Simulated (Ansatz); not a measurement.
# Si2H5 radical: basis-set convergence

An exercise on one series of results from a longer session: the logs are not shown, and one member is left open.

Method: one geometry, several basis sets; program: Ansatz 0.2.0, Gaussian basis.

Levels to be run: PBE0-D4/def2-SVP; ωB97M-V/def2-SVP; PBE0-D4/def2-QZVPP; ωB97M-V/def2-QZVPP; the functionals' def2-TZVPP values are taken from earlier runs.

## Structure used throughout

The geometry comes from an earlier relaxation with PBE0-D4 in a triple-zeta def2 set; it is a stationary point, not always the lowest conformer.

SMILES `[SiH2][SiH3]`, 7 atoms, charge 0, spin multiplicity 2.

Atoms are counted from 1 here; the program's logs count them from 0.

Bond lengths: Si1–Si2 2.324 Å, Si1–H3 1.488 Å, Si1–H4 1.488 Å, Si2–H5 1.487 Å, Si2–H6 1.490 Å, Si2–H7 1.487 Å. Angles: Si2–Si1–H3 114.5°, Si2–Si1–H4 114.5°, H3–Si1–H4 109.9°, Si1–Si2–H5 109.0°, Si1–Si2–H6 112.7°, Si1–Si2–H7 109.0°, H5–Si2–H6 108.5°, H5–Si2–H7 109.1°, H6–Si2–H7 108.5°.

The first run:

in.yaml

```yaml
crystal:
  periodic: [false, false, false]
  atoms:
    - {symbol: Si, position_ang: [-0.209587, -1.361244, -0.191101]}
    - {symbol: Si, position_ang: [0.357874, 0.889169, -0.061969]}
    - {symbol: H, position_ang: [-0.002586, -2.123942, 1.070252]}
    - {symbol: H, position_ang: [-1.573615, -1.624613, -0.725550]}
    - {symbol: H, position_ang: [0.209990, 1.502756, -1.408044]}
    - {symbol: H, position_ang: [-0.495779, 1.643081, 0.898588]}
    - {symbol: H, position_ang: [1.774901, 1.006792, 0.372224]}
basis:
  gaussian: {orbitals: def2-SVP}
magnetization: {spin_polarized: true, initial_magnetization: 1}
hamiltonian: {xc: pbe0, dispersion: d4}
output: {orbitals: {seedname: orbitals}}
```

Steps of the session up to this table: PBE0-D4 in def2-SVP; ωB97M-V in def2-SVP; PBE0-D4 in def2-QZVPP; ωB97M-V in def2-QZVPP.

One of the session's tables, all rows but one given; the rest of the session is left out.

It belongs to the step «Density functionals: the series». 

```
functional       basis  HOMO (eV)  LUMO (eV)
   PBE0-D4    def2-SVP          ?          ?
   PBE0-D4  def2-TZVPP      -6.24      -2.68
   PBE0-D4  def2-QZVPP      -6.25      -2.70
   ωB97M-V    def2-SVP      -7.92      -0.95
   ωB97M-V  def2-TZVPP      -7.95      -1.07
   ωB97M-V  def2-QZVPP      -7.96      -1.12
```

**Question.** Estimate the row for PBE0-D4, def2-SVP.

The run gave: HOMO (eV): -6.25; LUMO (eV): -2.66.
